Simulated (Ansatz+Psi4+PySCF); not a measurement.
Results of a calculation; reference values are marked as such.
A run of Psi4 1.11 on doublet CH₃O at this shape:

```xyz
5

C    -0.0130   -0.5784   -0.0040
O    -0.0156    0.8023   -0.0066
H     1.0509   -0.8617   -0.0054
H    -0.4714   -1.0130    0.9003
H    -0.4671   -1.0144   -0.9035
```

Its results:

- Converged: yes
- Total energy: -114.46034 hartree
- Spin squared of the determinant: 0.750

**Question.** Which input gives this output? Name the method, the orbitals and the basis set, and write the input.

**Answer.** ROHF in cc-pVTZ.

```
molecule {
0 2
C -0.013000 -0.578410 -0.003970
O -0.015610 0.802300 -0.006600
H 1.050900 -0.861650 -0.005450
H -0.471420 -1.012990 0.900270
H -0.467060 -1.014360 -0.903510
}

set basis cc-pVTZ
set reference rohf
set scf_type pk
energy('scf')
```
